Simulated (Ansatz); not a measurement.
Energy needed to pull apart C$_{2}$H$_{2}$OS (SMILES S=C1CO1), closed shell, into free ground-state atoms, from the structure below (displaced at random from a GFN2-xTB minimum); no zero-point or spin–orbit terms; open-shell atoms are treated unrestricted, in their ground-state multiplicity.

```json
{"atom": "S1", "x (Å)": "-2.0812", "y (Å)": "-0.8532", "z (Å)": "-0.4399"}
{"atom": "C2", "x (Å)": "-0.5847", "y (Å)": "-0.4721", "z (Å)": "-0.1021"}
{"atom": "C3", "x (Å)": "0.4943", "y (Å)": "0.4694", "z (Å)": "0.0765"}
{"atom": "O4", "x (Å)": "0.5698", "y (Å)": "-0.9829", "z (Å)": "0.2206"}
{"atom": "H5", "x (Å)": "1.0208", "y (Å)": "0.8963", "z (Å)": "-0.7589"}
{"atom": "H6", "x (Å)": "0.5789", "y (Å)": "1.0024", "z (Å)": "1.0158"}
```

Ansatz 0.2.0; basis: def2-TZVPP; cores frozen in the correlated methods.

```tsv
method	atomization energy (kJ/mol)
SPW92	?
PBE-D4	2528
r2SCAN-D4	2423
PBE0-D4	?
r2SCANh-D4	2390
wB97M-V	2406
HF	1543
MP2	2402
CCSD	2236
CCSD(T)	2304
```

What does PBE0-D4 give? (Judge from chemistry; the value comes from the calculation.)

Computed: 2427 kJ/mol, which is about 123 kJ/mol more than CCSD(T)/def2-TZVPP.

What does SPW92 give? (To be estimated.)

Computed: 2886 kJ/mol, which is about 581 kJ/mol more than CCSD(T)/def2-TZVPP.

In triple zeta the MP2 and coupled-cluster atomization energies are still short of their basis limit by a few kcal/mol a bond, whereas those of the functionals are nearly converged, so these differences are not deviations from converged CCSD(T).

T1 diagnostic: at most 0.018.

For scale, one of the runs: CCSD(T)/def2-TZVPP forces, 163 basis functions (an equivalent command: `ansatz run in.yaml --threads 4`). The run took 71 s on 4 CPU threads (shared host), with 2.4 GiB of host memory at its peak.
